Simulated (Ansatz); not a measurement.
`NCSS`. The species carries charge 0 and has multiplicity 1. All single points use the PBE0-D4/def2-TZVP geometry. It is one conformer, not always the lowest.

```xyz
9

N     0.623    1.163   -0.548
C    -0.546    0.666    0.090
S    -0.328   -0.665    1.355
S     0.624   -2.107    0.276
H     1.289    1.522    0.124
H     1.079    0.431   -1.080
H    -1.246    0.289   -0.656
H    -1.044    1.458    0.656
H    -0.450   -2.757   -0.218
```

(1) What is the dipole moment at B3LYP/def2-TZVPP? (Best estimate.)

(2) And with PBE, r2SCAN, ωB97M-V? (An estimate is asked.)

(3) Give the Mulliken charges with B3LYP, PBE, r2SCAN in def2-TZVPP. (Best estimate.)

Answers

(1) The calculation gave: 0.78 D, with components (-0.29, 0.18, -0.70) D in this frame, pointing from negative to positive charge.

(2) Ansatz gave: PBE 0.84 D, r2SCAN 0.90 D, ωB97M-V 0.75 D.

(3) Ansatz gave: 
```
atom  B3LYP    PBE  r2SCAN
  N1  -0.30  -0.31   -0.34
  C2  -0.05  -0.07    0.07
  S3  -0.09  -0.10   -0.11
  S4  -0.15  -0.16   -0.15
  H5   0.13   0.15    0.14
  H6   0.14   0.15    0.15
  H7   0.11   0.11    0.07
  H8   0.11   0.11    0.07
  H9   0.11   0.12    0.10
```

B3LYP here is the variant with VWN-RPA as its local correlation; programs differ in this.
